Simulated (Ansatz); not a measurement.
A made-up structure of Al$_{2}$H$_{2}$Cl, doublet:

Al1  (-1.319, -0.350, -1.028)
Al2  (0.782, -0.110, 0.405)
Cl3  (-0.531, -1.843, -2.486)
H4  (-2.845, -0.001, -0.697)
H5  (1.554, -1.248, 1.195)
(Å)

It is relaxed with PBE-D4/def2-SVP and then PBE0-D4/def2-TZVP (Ansatz 0.2.0). Atoms count as bonded within 1.22 times the sum of their covalent radii (H–H: 0.88 Å). The end point is not checked to be a true minimum.

Question: Does its bonding change? (A judgement: the text doesn't fix the answer.)

Answer: Computed: No: no bond forms or breaks.

Where it ends: The first stage lowers the energy by 0.29 eV in 10 steps. It ends as Al₂H₂Cl ([AlH][AlH][Cl]):
```json
{"atom": "Al1", "x (Å)": "-1.2421", "y (Å)": "-0.6530", "z (Å)": "-0.9612"}
{"atom": "Al2", "x (Å)": "0.8904", "y (Å)": "-0.1904", "z (Å)": "0.3656"}
{"atom": "Cl3", "x (Å)": "-0.9234", "y (Å)": "-1.6809", "z (Å)": "-2.7844"}
{"atom": "H4", "x (Å)": "-2.6727", "y (Å)": "0.0032", "z (Å)": "-0.7648"}
{"atom": "H5", "x (Å)": "1.5888", "y (Å)": "-1.0313", "z (Å)": "1.5344"}
```

Labels in which every atom is bracketed show which atoms are joined, not bond orders.

For scale, one of the runs: PBE0-D4/def2-TZVP relaxation, 123 basis functions, launched by `ansatz run in.yaml --threads 2 --pin off --events-out ev --progress --plain --max-ram 4352MiB`. Hardware: 2 CPU threads of an Arm Neoverse V2, shared host. Wall time about 24 s.
